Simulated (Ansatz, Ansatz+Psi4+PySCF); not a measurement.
```xyz
3

C     0.0000    0.0000   -0.1796
H     0.0000    0.8619    0.5389
H     0.0000   -0.8619    0.5389
```

Basis set: cc-pVTZ (spherical functions). Left uncorrelated: 1 orbital. Charge 0, multiplicity 1.

Computed with Ansatz (development build ahead of 0.2.0); each method stands on the lowest determinant of its kind that the runs found. Restricted open shells among the atoms or ions are ROHF, correlated in semicanonical orbitals with singles.

Task: Give the atomization energy at this shape (free ground-state atoms in the same class of orbitals less the molecule, no zero-point energy) of singlet CH2 by RHF-MP2, RHF.

Result:

```tsv
method	atomization energy
RHF-MP2	7.42 eV
RHF	5.59 eV
```

Caution: another spin multiplicity may lie lower; in another basis set an unrestricted determinant lies well below.
